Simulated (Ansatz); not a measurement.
Geometry optimisation, RKS PBE0-D4/cc-pVDZ (Ansatz).

Input:

```yaml
crystal:
  periodic: [false, false, false]
  atoms:
    - { symbol: C, position_ang: [-0.32084, -0.56115, 0.9775] }
    - { symbol: C, position_ang: [-0.32975, 0.16944, -0.09209] }
    - { symbol: S, position_ang: [1.40087, -0.42534, -0.03958] }
    - { symbol: H, position_ang: [-0.75028, 0.81704, -0.84583] }
total_charge: -1
basis:
  gaussian: { orbitals: cc-pVDZ }
hamiltonian:
  xc: pbe0
  dispersion: d4
relax:
  f_tol: 0.02
  max_steps: 50
```

Command:

```bash
$ ansatz run input.yaml --threads 1 --pin off --max-ram 2048MiB --backend cpu --events-out ev --progress --plain --runs-dir out
```

Where does it end, and by what steps?

The forces met the threshold. Limits of this set-up: an anion without diffuse functions, the dipole of an ion depends on the origin. After 5 steps the energy has fallen by 0.083 eV; C1 moved furthest, 0.10 Å.

```
step  energy less start (eV)  largest force component (eV/Å)  accepted
   0                  0.0000                           0.990       yes
   1                 -0.0316                           0.602       yes
   2                 -0.0693                           0.333       yes
   3                 -0.0648                           0.601        no
   4                 -0.0811                           0.101       yes
   5                 -0.0828                           0.012       yes
```

```xyz
4
Properties=species:S:1:pos:R:3
C -0.413 -0.543 0.995
C -0.268 0.156 -0.102
S 1.457 -0.418 -0.077
H -0.776 0.806 -0.817
```

Whether the end is a true minimum wasn't checked by a vibrational analysis.

Time of the run: 8.2 s on 1 thread of Arm Neoverse V1, with other jobs on the host, peak memory 0.1 GiB.
